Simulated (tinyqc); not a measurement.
Worked calculation: Pariser-Parr-Pople SCF with singles CI, for the molecule c1ccsc1 (SMILES; centres numbered as the heavy atoms are written). One step of it, computed by the program tinyqc.

Task: Singles CI, triplets. Over the 4 single excitations with the smallest orbital gaps: A = (e_a - e_i) delta - (ij|ab), with (pq|rs) = sum c_mp c_mq gamma_mn c_nr c_ns.

orbital energies (eV): -13.557219  -10.116463  -9.357059  -0.258897  1.351793

coefficients:
```
,MO1,MO2,MO3,MO4,MO5
1C,0.333149,-0.551271,0.353573,-0.291681,-0.612389
2C,0.333177,-0.551437,-0.353267,-0.291453,0.612509
3C,0.426717,-0.039758,-0.612433,0.562382,-0.353531
4S,0.643292,0.623606,-0.000171,-0.444175,0.000054
5C,0.426724,-0.039402,0.612465,0.562505,0.353310
```

repulsion gamma_rs (eV), lower triangle:
```
,1C,2C,3C,4S,5C
1C,11.130000
2C,5.344818,11.130000
3C,4.046371,5.346212,11.130000
4S,4.163681,4.163220,5.552194,13.000000
5C,5.344818,4.045107,4.045936,5.552920,11.130000
```

Give: triplet CI matrix; triplet excitation energies.

Result:

triplet CI matrix (eV), lower triangle:
```
,3>4,2>4,3>5,2>5
3>4,2.7787
2>4,0.0001,4.0406
3>5,-0.0002,0.5828,4.8074
2>5,0.5828,0.0003,-0.0001,5.2270
```

triplet excitation energies (eV): 2.6470  3.7264  5.1216  5.3586
